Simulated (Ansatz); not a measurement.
`[MgH][SH]`, relaxed with RKS PBE0-D4/def2-TZVP in the Gaussian-basis code of Ansatz from a PBE-D4/def2-SVP geometry. The force threshold is 0.005 eV/Å; the program also tests the step.

Total charge 0; spin multiplicity 1.

Start:

```xyz
4

Mg    0.190    0.218   -0.769
S     0.342    0.260    1.554
H     0.095    0.213   -2.468
H    -0.628   -0.691    1.683
```

| step | energy (eV) | largest force (eV/Å) | largest move (Å) |
| --- | --- | --- | --- |
| 1 | -16306.7074 | 0.401 | 0.000 |
| 2 | -16306.7165 | 0.139 | 0.018 |
| 3 | -16306.7174 | 0.009 | 0.008 |
| 4 | -16306.7174 | 0.005 | 0.006 |

End:

```xyz
4

Mg    0.190    0.221   -0.758
S     0.335    0.253    1.533
H     0.095    0.210   -2.449
H    -0.621   -0.683    1.675
```

Hardware: 2 threads of a server CPU on a shared host. Wall time 3.2 s, peak host memory 0.14 GiB.
